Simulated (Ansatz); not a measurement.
COS, SMILES O=C=S, the interaction energy of a dimer with the counterpoise correction

Computed with the Python package of Ansatz (0.2.0).

Notebook, run cell by cell (the value of a cell's last expression is shown):

```python
import ansatz
import numpy as np
```

```python
FIRST = [
    ("O", (0.9177, 0.6827, 0.5796)),
    ("C", (0.0927, 0.0663, 0.0583)),
    ("S", (-1.0104, -0.749, -0.6379)),
]
SECOND = [
    ("O", (1.4074, -3.6975, -0.2855)),
    ("C", (2.0209, -2.7201, -0.3052)),
    ("S", (2.8433, -1.4202, -0.3267)),
]
```

```python
def energy(atoms, ghosts=()):
    molecule = ansatz.Crystal.molecule()
    for symbol, xyz in atoms:
        molecule = molecule.atom(symbol, xyz)
    calc = (
        molecule.calculation()
        .basis(gaussian="cc-pVDZ")
        .correlation("mp2")
    )
    deck = calc.input()
    if ghosts:
        deck = deck.set(ansatz.key.basis.gaussian.ghost_atoms, [{"symbol": s, "position_ang": list(xyz)} for s, xyz in ghosts])
    return ansatz.Session.from_dict(deck).plan().execute().report["free_energy_ev"]
```

```python
# monomers in their own basis and in the basis of the dimer
direction = np.array([0.6222, -0.7776, -0.091])
print("shift (A)   counterpoise-corrected interaction (eV)")
for shift in (-0.3, 0.0, 0.4, 1.0, 2.0):
    moved = [(s, tuple(np.round(np.array(xyz) + shift * direction, 4))) for s, xyz in SECOND]
    gain = energy(FIRST + moved) - energy(FIRST, moved) - energy(moved, FIRST)
    print(f"{shift:8.2f} {gain:14.3f}")
```

    shift (A)   counterpoise-corrected interaction (eV)
       -0.30          0.378
        0.00          0.097
        0.40         -0.010
        1.00         -0.022
        2.00         -0.009

The dimer is a generated trial pose of unrelaxed monomers, not a minimum, so the figure is no binding energy, and the basis set is small. Run time: 16 s on 1 thread of Arm Neoverse V1, with other jobs on the host, peak memory 0.24 GiB.
